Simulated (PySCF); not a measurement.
Calculation: r2SCAN-D4/def2-TZVP (PySCF). All species are isolated molecules in the gas phase. One relaxed conformer stands for a flexible species; it need not be the lowest. Excitations are Tamm–Dancoff values on a coarser integration grid. The basis has no diffuse functions, so Rydberg states are missing or too high.

Reference species (SMILES): `FB(F)F` (neutral, multiplicity 1).

```json
{
 "S1 oscillator strength": "0.000",
 "HOMO": "-10.54 eV",
 "S1 excitation (TDA)": "10.77 eV"
}
```

Changed species: `OB(O)O` (3 of 3 F replaced by OH; the reference has 0 of 3 F replaced by OH).

Problem. What does the change do to the S1 oscillator strength, HOMO and S1 excitation (TDA)?

Solution. the S1 oscillator strength hardly moves; the HOMO increases by 2.72 eV, to -7.82 eV; the S1 excitation (TDA) falls by 2.93 eV, to 7.84 eV.
